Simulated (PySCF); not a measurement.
Reaction (SMILES): ClO (OH-Cl) + H+ → [OH2+]Cl
B3LYP-D3(BJ)/def2-TZVP geometries, fixed; electronic energies without zero-point terms; positive where energy is released.

Effect of the atomic grid (radial, angular points) at PBE0/def2-TZVP with PySCF, against the last row, where the proton affinity is 158.99 kcal/mol. The proton sits at the site shown, which need not be the one that binds it best. Cost is core time over that of atom_grid: 50, 194, unpruned, rough, on shared machines of one kind.

```
setting                        grid points, largest species  largest shift of a total energy (mEh)  shift of the proton affinity (kcal/mol)  cost
-----------------------------  ----------------------------  -------------------------------------  ---------------------------------------  ----
atom_grid: 30, 110, unpruned                          13200                                 -1.418                                    0.011  0.6×
atom_grid: 50, 194, unpruned                          38800                                 -0.007                                   -0.001    1×
atom_grid: 75, 302, unpruned                          90600                                  0.001                                    0.001    2×
atom_grid: 99, 590, unpruned                         233640                                  0.000                                    0.000    4×
atom_grid: 150, 974, unpruned                        584400                                  0.000                                    0.000    7×
```

Within 0.02 kcal/mol in the proton affinity: atom_grid: 30, 110, unpruned; atom_grid: 50, 194, unpruned; atom_grid: 75, 302, unpruned; atom_grid: 99, 590, unpruned. The largest shift is 1.418 mEh in a total energy and 0.011 kcal/mol in the difference.
